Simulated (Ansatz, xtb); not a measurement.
Molecule: SO2 (charge +1, doublet). 
Structure (B3LYP-D3(BJ)/def2-TZVP (Ansatz, a first-principles code) minimum search):
```
S
O 1 1.4268
O 1 1.4268 2 131.90
```
Charge +1, spin multiplicity 2.

Harmonic wavenumbers from GFN2-xTB (xtb, at its own minimum), cm⁻¹: 408, 1122, 1274.

**Question.** Give the harmonic wavenumbers at B3LYP-D3(BJ)/def2-TZVP (Ansatz, finite differences of forces, unscaled).

**Answer.** 416, 1113, 1275 cm⁻¹. Zero-point energy 4.0 kcal/mol.

**Question.** From these and the geometry, give the ideal-gas thermochemistry at 298.15 K and 1 atm (rigid rotor, harmonic oscillator).

**Answer.** Point group C2v, rotational symmetry number 2. Rotational constants 93.32, 9.303, 8.46 GHz. S(trans) 38.39, S(rot) 19.93, S(vib) 0.99, S(elec, spin only) 1.38, S 60.7 cal/(mol K). H(298) - H(0) 2.58 kcal/mol; G - E(el) -11.5 kcal/mol.
